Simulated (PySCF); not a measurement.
Input of a run (PBE0-D3(BJ)/def2-SVP geometry optimisation, gas phase (PySCF 2.14.0)), started from GFN2-xTB:
```
{"job": {"xc": "PBE0", "basis": "def2-SVP", "d3": "d3bj", "grid": 1, "kind": "geom"}, "charge": 0, "multiplicity": 1}
O      1.732482    -1.067240     0.001071
C      1.114954    -0.033732    -0.026841
Si    -0.806527     0.032523     0.009307
H      1.677203     0.925858    -0.071841
H     -1.295963    -0.768526    -1.107758
H     -1.185940     1.438698    -0.121299
H     -1.232876    -0.522677     1.290284
```

Output (energies in Eh, forces in Eh/bohr):
```
step   0  E = -404.75534108  max force = 0.012000
step   1  E = -404.75706509  max force = 0.001985
step   2  E = -404.75707442  max force = 0.000991
step   3  E = -404.75708528  max force = 0.000699
step   4  E = -404.75708649  max force = 0.000217
optimisation converged
```

Question: Summarise the run.

Answer: The energy falls by 1.1 kcal/mol over 5 energy and gradient evaluations, the largest force component goes from 0.0120 to 2.2e-04 Eh/bohr, and the atoms move by 0.047 Å rms after alignment. Among the bonds, Si3–H5, Si3–H6 and Si3–H7 change most and about equally (+0.032 Å). Bonds longer at the end by more than 0.005 Å: 5 of 6; shorter: 0. Among the angles that change most is C2–Si3–H6, from 106.9° to 110.9°. The energy never rose by more than 1e-6 Eh on the way. The first step brought 99 % of the lowering.

Question: What are the final bond lengths?

Answer: O1=C2 1.205 Å, C2–Si3 1.937 Å, C2–H4 1.127 Å, Si3–H5 1.491 Å, Si3–H6 1.494 Å, Si3–H7 1.492 Å. Numbering counts from 1 in the input's order; the species is `O=C[SiH3]`.

The run used 66 basis functions and 31 SCF cycles in all. The run took 5.5 s of wall time on one thread of an x86-64 server, shared host.

No frequency check.
